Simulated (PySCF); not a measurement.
carbonyl sulfide (COS), SMILES C(=S)=O. Atoms are numbered in the order given.

```xyz
3

O      0.0000     0.0000    -1.6805
C      0.0000     0.0000    -0.5250
S      0.0000     0.0000     1.0371
```

The structure is a stationary point at B3LYP-D3(BJ)/def2-TZVP.

Level of theory: PySCF with HF/def2-TZVPD.

Isolated molecule, no solvent.

```json
{
  "total_energy": "-510.34029 hartree",
  "point_group": "C∞v",
  "highest_occupied_level": "-11.45 eV",
  "lowest_empty_level": "1.33 eV",
  "orbital_gap": "12.78 eV",
  "dipole_moment": "0.78 D",
  "quadrupole, principal values (traceless, Buckingham form, about the centre of nuclear charge)": "-1.35, 0.68, 0.68 D·Å",
  "mean_static_polarisability": "33.2 bohr³ (4.92 Å³)",
  "polarisability_principal_values": "25.4, 25.4, 48.9 bohr³"
}
```
